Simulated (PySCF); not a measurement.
**How methods differ on the ionisation energy of O**

O [He] 2s2 2p4 (3P) → O⁺ [He] 2s2 2p3 (4S), as a difference of total energies. Computed with PySCF 2.14 in 6-31G*, with the non-relativistic Hamiltonian (point nucleus). Correlated levels: valence: 1s2 frozen. The calculations carry no spin-orbit coupling.

| method | ionisation energy (eV) |
| --- | --- |
| UHF | 12.030 |
| PBE | 13.870 |
| MP2 (valence) | 12.965 |
| SCS-MP2 (valence) | 12.965 |
| CCSD(T) (valence) | 12.981 |

Estimate what M06-2X gives.

13.606 eV, closest to PBE among the rows shown.

Estimate what CCSD (valence) gives.

12.973 eV, closest to SCS-MP2 (valence) among the rows shown.

Errors of the correlated levels include the incompleteness of this basis and the frozen core.

For comparison: 13.608 eV (measured; NIST levels, between the centres of gravity of the two terms).
